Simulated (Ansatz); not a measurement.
H₂N, SMILES [NH2], multiplicity 2.

The structure is a stationary point at B3LYP-D3(BJ)/def2-TZVPD. The isomer is the one that the SMILES or the coordinates give; other isomers of the formula were not compared.

Two levels are set side by side: PBE/def2-TZVPD (Ansatz, a first-principles code) and CAM-B3LYP/def2-TZVPD (Ansatz). Energy differences of separate SCF runs at the same geometry; the states with an electron removed or added have multiplicity 3 and 1. Differences are taken from unrounded values.

| quantity | CAM-B3LYP | PBE | PBE minus CAM-B3LYP |
|---|---|---|---|
| vertical ionisation energy (eV) | 12.22 | 12.16 | -0.06 |
| vertical electron affinity (eV) | 0.53 | 0.60 | 0.07 |
